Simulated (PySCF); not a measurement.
**LiF, MP2: how much the basis matters**

PySCF, RHF reference; singlet, unpaired electrons none; De to Li + F without counterpoise correction. Frozen cores follow the default of each basis and core potential.

```tsv
basis	relativity	functions	Re (Å)	ωe (cm⁻¹)	De (eV)	frozen orbitals
3-21G	no relativity	18	1.530	1058	4.94	1
cc-pVDZ	no relativity	28	1.591	970	5.57	1
jorge-DZP-DKH	spin-free X2C	30	1.623	874	5.52	1
def2-SVPD	no relativity	35	1.599	878	6.16	1
x2c-TZVPPall	spin-free X2C	50	1.577	904	5.93	1
```

How does each smaller set differ from the one with most functions, x2c-TZVPPall?

3-21G: -4.7 pm, +17.0 % in ωe, -0.99 eV in De; cc-pVDZ: +1.4 pm, +7.3 % in ωe, -0.36 eV in De; jorge-DZP-DKH: +4.6 pm, -3.3 % in ωe, -0.41 eV in De; def2-SVPD: +2.2 pm, -2.9 % in ωe, +0.23 eV in De. All at MP2; the set with most functions is neither the basis-set limit nor always the best. The rows treat relativity differently, so the differences are not basis effects alone.

Correlated steps freeze 1 core orbital. Correlated levels converge slowly with the basis: in double zeta they bind strong bonds too weakly, by up to about 1 eV, and carry superposition errors of some tenths. Where the molecule has an RHF reference, its open-shell atoms are computed with UHF. 3-21G is very small, so such numbers show the basis as much as the molecule.
